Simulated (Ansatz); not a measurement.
# CH₄Al (doublet): from Hartree-Fock to the top rungs, cc-pVDZ

How much of the correlation energy of CH₄Al (doublet) does each wave-function method recover here?

The runs use Ansatz 0.2.0, Gaussian basis; cc-pVDZ, core rule «outside noble gas», up to 6 orbitals frozen.

To be run: UHF; CCSD(T) on ROHF; CCSD(T) on UHF; BCCD(T) on ROHF; CISD; CCSDT(Q) on ROHF; CCSDT(Q) on UHF; CASSCF and MRCISD+Q, 9 electrons in 9 orbitals; CASSCF and NEVPT2, 9 electrons in 9 orbitals.

20 further runs of the same task are left out: 1 for a mislabelled method, 8 that didn't finish, 11 set aside as unsound or not needed.

## 1. The geometry

The geometry is a PBE0/def2-TZVP stationary point (not a proven minimum).

6 atoms, charge 0, spin multiplicity 2.

Atoms are counted from 1 here; the program's logs count them from 0.

Bond lengths: Al1–C2 1.965 Å, Al1–H3 1.609 Å, C2–H4 1.091 Å, C2–H5 1.096 Å, C2–H6 1.096 Å. Angles: C2–Al1–H3 117.6°, Al1–C2–H4 114.3°, Al1–C2–H5 109.3°, Al1–C2–H6 109.3°, H4–C2–H5 108.3°, H4–C2–H6 108.3°, H5–C2–H6 106.9°.

## 2. UHF

in.yaml reads:

```yaml
crystal:
  periodic: [false, false, false]
  atoms:
    - {symbol: Al, position_ang: [0.000000, -0.100225, 0.690538]}
    - {symbol: C, position_ang: [0.000000, 0.082589, -1.266301]}
    - {symbol: H, position_ang: [0.000000, 1.250798, 1.564976]}
    - {symbol: H, position_ang: [0.000000, -0.865219, -1.806220]}
    - {symbol: H, position_ang: [0.880712, 0.656598, -1.577205]}
    - {symbol: H, position_ang: [-0.880712, 0.656598, -1.577205]}
basis:
  gaussian: {orbitals: cc-pVDZ}
magnetization: {spin_polarized: true, initial_magnetization: 1}
hamiltonian: {xc: hf}
output: {orbitals: {seedname: orbitals}}
```

The run is started by

```bash
> ansatz run in.yaml --threads 1 --pin off --events-out ev --progress --plain --max-ram 2393MiB
```

The runs that follow: CCSD(T) on ROHF; CCSD(T) on UHF; BCCD(T) on ROHF; CISD; CCSDT(Q) on ROHF; CCSDT(Q) on UHF; CASSCF and MRCISD+Q, 9 electrons in 9 orbitals; CASSCF and NEVPT2, 9 electrons in 9 orbitals.

**Question.** What will the summary of the whole plan be? Wanted: UCCSDT(Q) below the RHF energy; RMP2 from UCCSDT(Q); UMP2 from UCCSDT(Q); RCCSD from UCCSDT(Q); RCCSD(T) from UCCSDT(Q); UCCSD(T) from UCCSDT(Q); RCCSDT(Q) from UCCSDT(Q); NEVPT2 frontier from UCCSDT(Q); MRCISD+Q frontier from UCCSDT(Q).

As calculated:

```
                         quantity                                                                      value
   UCCSDT(Q) below the RHF energy                                                                 -6.5025 eV
              RMP2 from UCCSDT(Q)                                                            +23.98 kcal/mol
              UMP2 from UCCSDT(Q)                                                            +23.88 kcal/mol
             RCCSD from UCCSDT(Q)                                                             +4.36 kcal/mol
          RCCSD(T) from UCCSDT(Q)                                                             +0.69 kcal/mol
          UCCSD(T) from UCCSDT(Q)                                                             +0.68 kcal/mol
         RCCSDT(Q) from UCCSDT(Q)                                                             +0.01 kcal/mol
   NEVPT2 frontier from UCCSDT(Q)                                                            +26.38 kcal/mol
 MRCISD+Q frontier from UCCSDT(Q)                                                             +0.36 kcal/mol
levels within 1 kcal/mol (43 meV)  RCCSD(T), UCCSD(T), BCCD(T), RCCSDT, UCCSDT, RCCSDT(Q), MRCISD+Q frontier
                    T1 diagnostic                                                                      0.015
```

**Reading.** RCCSD(T) misses by +0.69 kcal/mol, 0.5 % of the correlation energy. Of the multireference levels listed MRCISD+Q frontier comes nearest in total energy (+0.36 kcal/mol), which doesn't show that its space is the better one. These misses are within one basis, not against nature; the frozen cores of restricted and unrestricted runs differ, which can shift their rows.
